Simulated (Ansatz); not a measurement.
Saddle point of SiH$_{4}$S$_{2}$, singlet (SiH₄S₂ ([SH][SiH2][SH]) → SiH₂S ([SiH2][S]) + H₂S (still joined by a long Si–S bond); bonds formed: S2–H4; bonds broken: S3–H4; bonds weakened to dative contacts: Si1–S2), PBE0-D4/def2-TZVP structure:

```
atom    x (Å)    y (Å)    z (Å)
 Si1  -0.5175  -0.2266   0.6849
  S2   1.0614  -0.4265  -1.0609
  S3  -1.6364   1.1530  -0.2574
  H4  -0.0906   0.4239  -1.3604
  H5  -0.9281  -1.6519   0.7820
  H6   0.3500   0.0866   1.8522
  H7   1.7614   0.6414  -0.6403
```

Energies are electronic, without zero-point energy. Barriers and step energies count from the start structure reached by relaxing down the imaginary mode; all methods use the PBE0-D4 structures, on which another method's saddle can fall below an end. Computed with Ansatz 0.2.0 (basis: def2-TZVPP, with def2-QZVPP for the basis limit); correlated methods freeze the cores. B3LYP uses VWN-RPA correlation. Extrapolation: Hartree–Fock as exp(−7.88 √X), correlation as X^−2.97.

```tsv
method	barrier (kcal/mol)	step energy (kcal/mol)
SPW92	29.67	30.07
PBE-D4	32.22	29.59
BLYP-D4	34.21	28.95
r2SCAN-D4	35.13	30.98
B97M-V	36.86	30.95
PBE0-D4	36.06	31.86
B3LYP-D4	37.30	30.98
r2SCAN0-D4	37.64	32.45
BHLYP-D4	41.75	33.37
CAM-B3LYP-D4	39.84	32.77
wB97X-V	40.53	33.57
wB97M-V	38.86	32.23
B2PLYP	38.18	31.57
PBE-QIDH	?	33.09
RPA on PBE	?	31.81
HF	?	35.40
MP2	37.67	32.07
CCSD	41.69	33.40
CCSD(T)	39.34	32.46
```

(1) Fill in the withheld barriers. (An estimate is asked for; the value comes from the calculation.)

The T1 diagnostic stays at or below 0.015.

## Answers

(1) Computed: HF 49.27; RPA on PBE 39.04; PBE-QIDH 38.44 kcal/mol. Each is the energy of the saddle less that of the start structure, by the same method.

For comparison, the barrier by CCSD(T) at an estimated basis limit (MP2 extrapolated from triple and quadruple zeta, plus CCSD(T) − MP2 in triple zeta) is 38.38 kcal/mol.

Labels in which every atom is bracketed show which atoms are joined, not bond orders.

For scale, one of the runs: CCSD(T)/def2-TZVPP, 182 basis functions, launched by `ansatz run in.yaml --threads 2 --pin off --events-out ev --progress --plain --max-ram 4352MiB`. The run took 28 s on 2 CPU threads of an Intel Xeon Platinum 8175M (shared host), with 1.6 GiB of host memory at its peak.
